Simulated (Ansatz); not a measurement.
The same path of C₂H₄OS₂ (9 atoms, charge 0, multiplicity 1) was run 3 times with different band settings. The coordinate that changes most is the dihedral H8–C1–S2–C3.

Theory: RKS PBE-D4/def2-SVP in Ansatz.

Relaxed end points:

```xyz
9
Properties=species:S:1:pos:R:3
C -0.253 0.498 1.432
S 1.001 0.005 0.225
C -0.003 -0.407 -1.192
O 0.751 -0.811 -2.234
S -1.638 -0.327 -1.284
H -0.938 -0.349 1.631
H 0.299 0.781 2.349
H -0.834 1.355 1.042
H 1.702 -0.791 -1.985
```

```xyz
9
Properties=species:S:1:pos:R:3
C -0.307 0.331 1.469
S 0.849 -0.472 0.333
C 0.075 -0.166 -1.246
O 0.787 -0.700 -2.259
S -1.321 0.653 -1.504
H 0.123 0.208 2.482
H -0.404 1.402 1.210
H -1.300 -0.153 1.403
H 1.585 -1.151 -1.905
```

Common settings: spring 5.0 eV/Å²; optimiser quadratic models (default); start path through a guess of the saddle point; force threshold 0.03 eV/Å; iteration limit 60; end points relaxed.

| run | movable images | climbing image |
| --- | --- | --- |
| 1 | 7 | yes |
| 2 | 6 | no |
| 3 | 2 | no |

Problem. What does each run give, and how far can it be trusted?

Solution. Run 1: converged after 17 iterations, highest image 0.005 eV above the first end. The top lies less than 8 meV above the higher end, about what the thresholds resolve: that end is a shoulder or a very shallow well. A vibrational analysis at the climbing image gives one clearly imaginary mode, 73i cm⁻¹: a first-order saddle point.
Run 2: converged after 13 iterations, highest image 0.004 eV above the first end. The top lies less than 8 meV above the higher end, about what the thresholds resolve: that end is a shoulder or a very shallow well. No image climbed, so the highest image needn't sit at the top of the path.
Run 3: converged after 13 iterations, highest image 0.004 eV above the first end. The top lies less than 8 meV above the higher end, about what the thresholds resolve: that end is a shoulder or a very shallow well. No image climbed, so the highest image needn't sit at the top of the path. So few images can step over the top or miss a turn of the path.
